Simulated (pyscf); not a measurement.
Structures and frequencies: ωB97X-D3(BJ)/def2-SVP in PySCF. MP2 and CC: frozen core, UHF for open shells. ΔMP2 is the change of the MP2 total energy from the triple- to the quadruple-zeta basis.

Q: HCl (SMILES Cl) + H₂N–BH–Cl (SMILES NBCl) → Cl–BH–Cl (SMILES ClBCl) + NH₃ (SMILES N)
Surface: singlet. Broken: Cl–H, B–N. Formed: B–Cl, H–N. Give ΔE‡ and ΔE from CCSD(T)/def2-TZVPP + ΔMP2(QZVPP), relative to the separated reactants.

A: ΔE‡ = 17.7 kcal/mol, ΔE = +11.4 kcal/mol. Zero-point energy shifts the barrier by +0.5 kcal/mol. It is a four-centre exchange, with an imaginary mode of 1144i cm⁻¹. On the product side the descent ends in an adduct with a B–N contact (not fully relaxed), 28.9 kcal/mol under the separated species and 33.3 kcal/mol under the saddle at ωB97X-D3(BJ)/def2-TZVP. What is counted as broken (B–N) persists as a longer contact in the product adduct; parting that adduct is a step of its own. At ωB97X-D3(BJ) the barrier from the zero used here is 15.5 kcal/mol. One saddle was located; it need not be the lowest between these sides. The CCSD(T) − MP2 part came from Ansatz, without density fitting, on the same reference.
